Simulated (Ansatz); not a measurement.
# C5H10O2: taking an electron away

An exercise on one series of results from a longer session: the logs are not shown, and one member is left open.

Method: unrestricted cation, the program's frozen cores in correlated methods; program: Ansatz 0.2.0, Gaussian basis.

Plan: UKS PBE-D4/def2-TZVPP; UKS r2SCAN-D4/def2-TZVPP; UKS PBE0-D4/def2-TZVPP; UKS B3LYP-D4/def2-TZVPP; UKS wB97X-V/def2-TZVPP; UKS wB97M-V/def2-TZVPP; UKS B2PLYP/def2-TZVPP; UHF-CCSD(T)/def2-TZVPP; UHF-MP2/def2-QZVPP; extrapolation to the limit; then −ε(HOMO) from the neutral's earlier runs with LDA (SPW92), PBE-D4, revPBE-D4, BLYP-D4, r2SCAN-D4, B97M-V, PBE0-D4, B3LYP-D4, r2SCANh-D4, r2SCAN0-D4, HSE06-D4, BHLYP-D4, CAM-B3LYP-D4, LC-ωPBE, ωB97X-V, ωB97M-V.

## Structure used throughout

All runs share one geometry, relaxed beforehand with PBE0-D4 in a triple-zeta def2 set.

SMILES `COC1CCCO1`, 17 atoms, charge 0, spin multiplicity 1.

Atoms are counted from 1 here; the program's logs count them from 0.

Bond lengths: C1–O2 1.406 Å, C1–H8 1.090 Å, C1–H9 1.099 Å, C1–H10 1.094 Å, O2–C3 1.399 Å, C3–C4 1.514 Å, C3–O7 1.403 Å, C3–H11 1.098 Å, C4–C5 1.525 Å, C4–H12 1.093 Å, C4–H13 1.089 Å, C5–C6 1.526 Å, C5–H14 1.091 Å, C5–H15 1.090 Å, C6–O7 1.428 Å, C6–H16 1.093 Å, C6–H17 1.095 Å. Angles: O2–C1–H8 107.2°, O2–C1–H9 111.1°, O2–C1–H10 111.6°, H8–C1–H9 108.9°, H8–C1–H10 109.4°, H9–C1–H10 108.6°, C1–O2–C3 113.2°, O2–C3–C4 108.0°, O2–C3–O7 112.4°, O2–C3–H11 109.5°, C4–C3–O7 105.4°, C4–C3–H11 115.0°, O7–C3–H11 106.6°, C3–C4–C5 101.3°, C3–C4–H12 109.2°, C3–C4–H13 112.0°, C5–C4–H12 111.2°, C5–C4–H13 114.0° and more.

The first run:

File in.yaml:

```yaml
crystal:
  periodic: [false, false, false]
  atoms:
    - {symbol: C, position_ang: [0.973417, 1.184480, 1.940307]}
    - {symbol: O, position_ang: [1.082838, 0.254416, 0.890967]}
    - {symbol: C, position_ang: [-0.103462, -0.446203, 0.649297]}
    - {symbol: C, position_ang: [0.140792, -1.398166, -0.502271]}
    - {symbol: C, position_ang: [-0.068328, -0.477310, -1.699434]}
    - {symbol: C, position_ang: [-1.167307, 0.457267, -1.201606]}
    - {symbol: O, position_ang: [-1.142881, 0.394848, 0.224564]}
    - {symbol: H, position_ang: [1.953896, 1.642566, 2.068696]}
    - {symbol: H, position_ang: [0.685531, 0.689599, 2.878100]}
    - {symbol: H, position_ang: [0.236041, 1.960719, 1.714155]}
    - {symbol: H, position_ang: [-0.444934, -0.921364, 1.578842]}
    - {symbol: H, position_ang: [-0.610962, -2.190768, -0.478225]}
    - {symbol: H, position_ang: [1.131758, -1.847467, -0.456113]}
    - {symbol: H, position_ang: [0.847817, 0.078926, -1.903818]}
    - {symbol: H, position_ang: [-0.356040, -1.009079, -2.606909]}
    - {symbol: H, position_ang: [-1.017250, 1.491202, -1.523379]}
    - {symbol: H, position_ang: [-2.160124, 0.135536, -1.532973]}
basis:
  gaussian: {orbitals: def2-TZVPP}
total_charge: 1
magnetization: {spin_polarized: true, initial_magnetization: 1}
hamiltonian: {xc: pbe, dispersion: d4}
```

Among the steps run: Cation, UKS PBE-D4/def2-TZVPP; Cation, UKS r2SCAN-D4/def2-TZVPP; Cation, UKS PBE0-D4/def2-TZVPP; Cation, UKS B3LYP-D4/def2-TZVPP; Cation, UKS wB97X-V/def2-TZVPP; Cation, UKS wB97M-V/def2-TZVPP; Cation, UKS B2PLYP (frozen core)/def2-TZVPP; Cation, UHF-CCSD(T)/def2-TZVPP; Cation, UHF-MP2/def2-QZVPP.

One table of the session follows, with a row left open; its other results are not shown here.

For comparison, −ε(HOMO) of the neutral from earlier runs:

| functional | −ε(HOMO) (eV) |
| --- | --- |
| LDA (SPW92) | 6.01 |
| PBE-D4 | 5.87 |
| revPBE-D4 | 5.81 |
| BLYP-D4 | 5.80 |
| r2SCAN-D4 | 6.19 |
| B97M-V | 6.38 |
| PBE0-D4 | 7.48 |
| B3LYP-D4 | 7.25 |
| r2SCANh-D4 | 6.80 |
| r2SCAN0-D4 | 7.72 |
| HSE06-D4 | 7.08 |
| BHLYP-D4 | 9.07 |
| CAM-B3LYP-D4 | ? |
| LC-ωPBE | 10.26 |
| ωB97X-V | 9.97 |
| ωB97M-V | 9.92 |

Q: Estimate the row for CAM-B3LYP-D4 from the others.

The run gave: −ε(HOMO) (eV): 8.96. In the column «−ε(HOMO) (eV)» it lies between r2SCAN0-D4 (7.72) and BHLYP-D4 (9.07).
